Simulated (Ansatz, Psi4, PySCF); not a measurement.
Noncovalent pair: C2H2 (SMILES C#C) (first 4 atoms) with H2O (SMILES O); geometry from S66by8 set.
(charge 0, multiplicity 1):
```xyz
7

C     -1.4724     0.0604     0.0473
H     -0.4066     0.0301     0.0227
C     -2.6843     0.0942     0.0747
H     -3.7448     0.1245     0.0993
O      2.9379    -0.0983    -0.0776
H      3.5083    -0.6881     0.4195
H      3.5099     0.2527    -0.7629
```

Interaction energies are E(AB) − E(A) − E(B) at the monomers' geometry in the complex; basis-set methods are counterpoise corrected.

Correlated levels freeze the cores.

Codes used: Ansatz (Gaussian basis) for Hartree–Fock, density functionals and correlated methods; Psi4 for SAPT; PySCF for the dispersion terms. Values without a source in brackets are computed.

Q: Estimate the interaction energy that SAPT0/jun-cc-pV(D+d)Z returns for this input.

A: -60 meV

Q: Predict the interaction energy from B3LYP/def2-TZVPPD.

A: -42 meV

Q: Estimate the interaction energy that B3LYP-D3(BJ)/def2-TZVPPD returns for this input.

A: -49 meV

Ansatz is a program for electronic structure.
